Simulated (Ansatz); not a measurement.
A made-up structure of BSiNH4, closed shell:

N1  (-1.462, -1.486, 0.063)
B2  (0.791, 0.804, -0.034)
Si3  (-0.595, -0.605, 0.025)
H4  (-2.157, -2.193, 0.093)
H5  (0.682, 1.413, -1.004)
H6  (0.669, 1.504, 0.870)
H7  (1.834, 0.322, -0.003)
(Å)

It is relaxed with PBE-D4/def2-SVP and then PBE0-D4/def2-TZVP (Ansatz 0.2.0). Atoms count as bonded within 1.22 times the sum of their covalent radii (H–H: 0.88 Å). The end point is not checked to be a true minimum.

Question: Does its bonding change? (Judge from chemistry; the calculation decides.)

Answer: By the calculation: No: no bond forms or breaks.

Where it ends: The first stage lowers the energy by 5.58 eV in 6 steps. It ends as BSiNH₄ ([BH3][Si][NH]):
```json
{"atom": "N1", "x (Å)": "-1.5609", "y (Å)": "-1.5870", "z (Å)": "0.0675"}
{"atom": "B2", "x (Å)": "0.8991", "y (Å)": "0.9141", "z (Å)": "-0.0389"}
{"atom": "Si3", "x (Å)": "-0.4898", "y (Å)": "-0.4981", "z (Å)": "0.0211"}
{"atom": "H4", "x (Å)": "-2.2597", "y (Å)": "-2.2975", "z (Å)": "0.0977"}
{"atom": "H5", "x (Å)": "0.6429", "y (Å)": "1.4400", "z (Å)": "-1.0934"}
{"atom": "H6", "x (Å)": "0.6289", "y (Å)": "1.5407", "z (Å)": "0.9554"}
{"atom": "H7", "x (Å)": "1.9030", "y (Å)": "0.2471", "z (Å)": "0.0007"}
```

Labels in which every atom is bracketed show which atoms are joined, not bond orders.

For scale, one of the runs: PBE0-D4/def2-TZVP relaxation, 123 basis functions, launched by `ansatz run in.yaml --threads 2 --pin off --events-out ev --progress --plain --max-ram 4352MiB`. Hardware: 2 CPU threads of an Intel Xeon 6975P-C, shared host. Wall time about 4.6 s.
